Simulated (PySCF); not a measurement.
**Curvature of the energy in the electron number along the alkaline earths**

Calculated with PySCF 2.14, in def2-SVP, non-relativistic, def2-SVP with the def2 core potential (28 electrons), ECP, def2-SVP with the def2 core potential (46 electrons), ECP: one orbital is emptied in steps, and each cell gives the departure of E from the straight line at half an electron, in eV (from a cubic fit). The exact functional gives zero.

```json
{"species": "Mg", "orbital": "3s beta", "LDA": "-0.75", "PBE": "-0.74", "r2SCAN": "-0.63", "PBE0": "-0.54", "BHandHLYP": "-0.41", "UHF": "0.05"}
{"species": "Ca", "orbital": "4s beta", "LDA": "-0.60", "PBE": "-0.60", "r2SCAN": "-0.49", "PBE0": "-0.44", "BHandHLYP": "-0.33", "UHF": "0.03"}
{"species": "Sr", "orbital": "5s beta", "LDA": "-0.56", "PBE": "-0.55", "r2SCAN": "-0.44", "PBE0": "-0.40", "BHandHLYP": "-0.30", "UHF": "0.04"}
{"species": "Ba", "orbital": "6s beta", "LDA": "-0.51", "PBE": "-0.50", "r2SCAN": "-0.40", "PBE0": "-0.36", "BHandHLYP": "-0.28", "UHF": "0.03"}
```

Q: How does the mean departure depend on the functional?

A: LDA -0.61 eV; PBE -0.60 eV; r2SCAN -0.49 eV; PBE0 -0.43 eV; BHandHLYP -0.33 eV; UHF 0.04 eV. Semilocal functionals are convex (delocalisation error), Hartree-Fock is concave or straight, and exact exchange removes curvature roughly in proportion to its share, so among the functionals the range-separated hybrids usually come closest to zero.

No spin-orbit coupling is included.
